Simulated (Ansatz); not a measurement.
# CH₄Al (doublet): from Hartree-Fock to the top rungs at a displaced geometry (v2), cc-pVDZ

Aim: climb from Hartree-Fock through coupled cluster and multireference methods for CH₄Al (doublet) at one geometry and basis, and see what each rung misses.

Computed with Ansatz 0.2.0, Gaussian basis. Level: cc-pVDZ, correlated electrons: outside noble gas.

The runs, in order: UHF; CCSD(T) on ROHF; CCSD(T) on UHF; BCCD(T) on ROHF; CISD; CCSDT(Q) on ROHF; CCSDT(Q) on UHF; CASSCF and MRCISD+Q, 9 electrons in 9 orbitals; CASSCF and NEVPT2, 9 electrons in 9 orbitals.

### 1 The system

The geometry is a PBE0/def2-TZVP stationary point (not a proven minimum) with its atoms shifted at random (size 0.100 Å).

6 atoms, charge 0, spin multiplicity 2.

Atoms are counted from 1 here; the program's logs count them from 0.

Bond lengths: Al1–C2 1.962 Å, Al1–H3 1.594 Å, C2–H4 1.174 Å, C2–H5 1.122 Å, C2–H6 0.929 Å. Angles: C2–Al1–H3 117.4°, Al1–C2–H4 110.5°, Al1–C2–H5 109.1°, Al1–C2–H6 121.6°, H4–C2–H5 95.2°, H4–C2–H6 112.2°, H5–C2–H6 104.7°.

In the tables R marks a restricted open-shell determinant and U an unrestricted one; 'frontier' is the active space of 9 electrons in 9 orbitals; correlation energies count from the lowest restricted Hartree-Fock solution.

### 2 UHF

The input, in.yaml:

```yaml
crystal:
  periodic: [false, false, false]
  atoms:
    - {symbol: Al, position_ang: [0.050156, -0.096002, 0.690078]}
    - {symbol: C, position_ang: [-0.114718, 0.095185, -1.255168]}
    - {symbol: H, position_ang: [-0.038097, 1.230971, 1.567929]}
    - {symbol: H, position_ang: [0.045011, -0.940316, -1.785053]}
    - {symbol: H, position_ang: [0.822665, 0.562368, -1.658921]}
    - {symbol: H, position_ang: [-0.805229, 0.582631, -1.639955]}
basis:
  gaussian: {orbitals: cc-pVDZ}
magnetization: {spin_polarized: true, initial_magnetization: 1}
hamiltonian: {xc: hf}
output: {orbitals: {seedname: orbitals}}
```

Command:

```bash
> ansatz run in.yaml --threads 1 --pin off --events-out ev --progress --plain --max-ram 2393MiB
```

Further steps of the session: CCSD(T) on ROHF; CCSD(T) on UHF; BCCD(T) on ROHF; CISD; CCSDT(Q) on ROHF; CCSDT(Q) on UHF; CASSCF and MRCISD+Q, 9 electrons in 9 orbitals; CASSCF and NEVPT2, 9 electrons in 9 orbitals.

Before running them: what should the planned runs give, taken together? Wanted: correlation energy, UCCSDT(Q); RMP2 from UCCSDT(Q); UMP2 from UCCSDT(Q); RCCSD from UCCSDT(Q); RCCSD(T) from UCCSDT(Q); UCCSD(T) from UCCSDT(Q); RCCSDT(Q) from UCCSDT(Q); MRCISD+Q frontier from UCCSDT(Q); T1 diagnostic.

The runs gave:

```
                         quantity                                                                      value
    correlation energy, UCCSDT(Q)                                                                 -6.4770 eV
              RMP2 from UCCSDT(Q)                                                               +99.9 kJ/mol
              UMP2 from UCCSDT(Q)                                                               +99.4 kJ/mol
             RCCSD from UCCSDT(Q)                                                               +18.0 kJ/mol
          RCCSD(T) from UCCSDT(Q)                                                                +2.8 kJ/mol
          UCCSD(T) from UCCSDT(Q)                                                                +2.8 kJ/mol
         RCCSDT(Q) from UCCSDT(Q)                                                                 0.0 kJ/mol
 MRCISD+Q frontier from UCCSDT(Q)                                                                +1.4 kJ/mol
levels within 1 kcal/mol (43 meV)  RCCSD(T), UCCSD(T), BCCD(T), RCCSDT, UCCSDT, RCCSDT(Q), MRCISD+Q frontier
                    T1 diagnostic                                                                      0.015
```

In words: RCCSD(T) misses by +2.8 kJ/mol, 0.5 % of the correlation energy. Of the multireference levels listed MRCISD+Q frontier comes nearest (+1.4 kJ/mol). These misses are within one basis and frozen core, not against nature; frozen cores of the runs differ by up to some meV.
